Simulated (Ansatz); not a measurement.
Geometry optimisation, Ansatz 0.2.0, RKS revPBE/STO-3G.

Input file:

```yaml
crystal:
  periodic: [false, false, false]
  atoms:
    - { symbol: O, position_ang: [-0.3493, -0.0633, -2.1052] }
    - { symbol: H, position_ang: [-0.2265, -0.5046, -1.1865] }
    - { symbol: H, position_ang: [0.0456, -0.5871, -2.8322] }
    - { symbol: H, position_ang: [-0.0167, 0.8591, -2.0995] }
    - { symbol: C, position_ang: [-0.6303, 0.5547, 0.9758] }
    - { symbol: C, position_ang: [-0.043, -0.8227, 0.8722] }
    - { symbol: C, position_ang: [0.8532, 0.3813, 0.8432] }
    - { symbol: H, position_ang: [-1.215, 0.9707, 0.1675] }
    - { symbol: H, position_ang: [-1.0079, 0.8535, 1.9401] }
    - { symbol: H, position_ang: [-0.1982, -1.4636, 0.0011] }
    - { symbol: H, position_ang: [-0.0331, -1.4209, 1.7704] }
    - { symbol: H, position_ang: [1.4563, 0.5701, 1.7174] }
    - { symbol: H, position_ang: [1.3649, 0.6729, -0.0643] }
total_charge: 1
basis:
  gaussian: { orbitals: STO-3G }
hamiltonian:
  xc: revpbe
relax:
  f_tol: 0.02
  max_steps: 40
scf:
  lower_state_search: "off"
output:
  orbitals: {}
```

Launched with:

```bash
$ ansatz run input.yaml --threads 1 --pin off --max-ram 2048MiB --backend cpu --events-out ev --progress --plain --runs-dir out
```

**Question.** Where does it end, and by what steps?

**Answer.** It converged. The force dipped under the threshold on the way, but the program's further checks kept it going. Limits of this set-up: minimal basis, the dipole of an ion depends on the origin. After 26 steps the energy has fallen by 1.291 eV; H10 moved furthest, 2.35 Å.

```json
{"step": "0", "energy less start (eV)": "0.0000", "largest force component (eV/Å)": "2.171", "accepted": "yes"}
{"step": "1", "energy less start (eV)": "-0.3113", "largest force component (eV/Å)": "0.867", "accepted": "yes"}
{"step": "2", "energy less start (eV)": "-0.3688", "largest force component (eV/Å)": "0.269", "accepted": "yes"}
{"step": "3", "energy less start (eV)": "-0.3771", "largest force component (eV/Å)": "0.646", "accepted": "yes"}
{"step": "4", "energy less start (eV)": "-0.4169", "largest force component (eV/Å)": "0.282", "accepted": "yes"}
{"step": "5", "energy less start (eV)": "-0.4365", "largest force component (eV/Å)": "0.228", "accepted": "yes"}
{"step": "6", "energy less start (eV)": "-0.4528", "largest force component (eV/Å)": "0.283", "accepted": "yes"}
{"step": "7", "energy less start (eV)": "-0.4614", "largest force component (eV/Å)": "0.482", "accepted": "yes"}
{"step": "8", "energy less start (eV)": "-0.4820", "largest force component (eV/Å)": "0.383", "accepted": "yes"}
{"step": "9", "energy less start (eV)": "-0.5016", "largest force component (eV/Å)": "0.119", "accepted": "yes"}
{"step": "10", "energy less start (eV)": "-0.5226", "largest force component (eV/Å)": "0.276", "accepted": "yes"}
{"step": "11", "energy less start (eV)": "-0.5463", "largest force component (eV/Å)": "0.505", "accepted": "yes"}
{"step": "12", "energy less start (eV)": "-0.6018", "largest force component (eV/Å)": "0.756", "accepted": "yes"}
{"step": "13", "energy less start (eV)": "-0.7349", "largest force component (eV/Å)": "1.377", "accepted": "yes"}
{"step": "14", "energy less start (eV)": "-0.9498", "largest force component (eV/Å)": "1.544", "accepted": "yes"}
{"step": "15", "energy less start (eV)": "-1.1729", "largest force component (eV/Å)": "0.620", "accepted": "yes"}
{"step": "16", "energy less start (eV)": "-1.2683", "largest force component (eV/Å)": "0.281", "accepted": "yes"}
{"step": "17", "energy less start (eV)": "-1.2833", "largest force component (eV/Å)": "0.212", "accepted": "yes"}
{"step": "18", "energy less start (eV)": "-1.2882", "largest force component (eV/Å)": "0.144", "accepted": "yes"}
{"step": "19", "energy less start (eV)": "-1.2889", "largest force component (eV/Å)": "0.170", "accepted": "yes"}
{"step": "20", "energy less start (eV)": "-1.2900", "largest force component (eV/Å)": "0.031", "accepted": "yes"}
{"step": "21", "energy less start (eV)": "-1.2902", "largest force component (eV/Å)": "0.021", "accepted": "yes"}
{"step": "22", "energy less start (eV)": "-1.2903", "largest force component (eV/Å)": "0.030", "accepted": "yes"}
{"step": "23", "energy less start (eV)": "-1.2904", "largest force component (eV/Å)": "0.036", "accepted": "yes"}
{"step": "24", "energy less start (eV)": "-1.2904", "largest force component (eV/Å)": "0.022", "accepted": "yes"}
{"step": "25", "energy less start (eV)": "-1.2905", "largest force component (eV/Å)": "0.014", "accepted": "yes"}
{"step": "26", "energy less start (eV)": "-1.2905", "largest force component (eV/Å)": "0.020", "accepted": "yes"}
```

```xyz
13
Properties=species:S:1:pos:R:3
O -1.054 -0.464 -1.866
H -0.369 -0.317 -0.936
H -1.150 -1.482 -2.009
H -0.507 -0.170 -2.690
C -0.507 0.666 0.745
C 0.680 -0.279 0.144
C 0.735 0.455 1.554
H -0.652 1.634 0.227
H -1.434 0.135 1.037
H 1.450 0.128 -0.538
H 0.664 -1.377 0.276
H 0.681 -0.214 2.433
H 1.463 1.284 1.623
```

Whether the end is a true minimum wasn't checked by a vibrational analysis.

Time of the run: 34 s on 1 thread of Arm Neoverse V2 (shared host), peak memory 0.09 GiB.
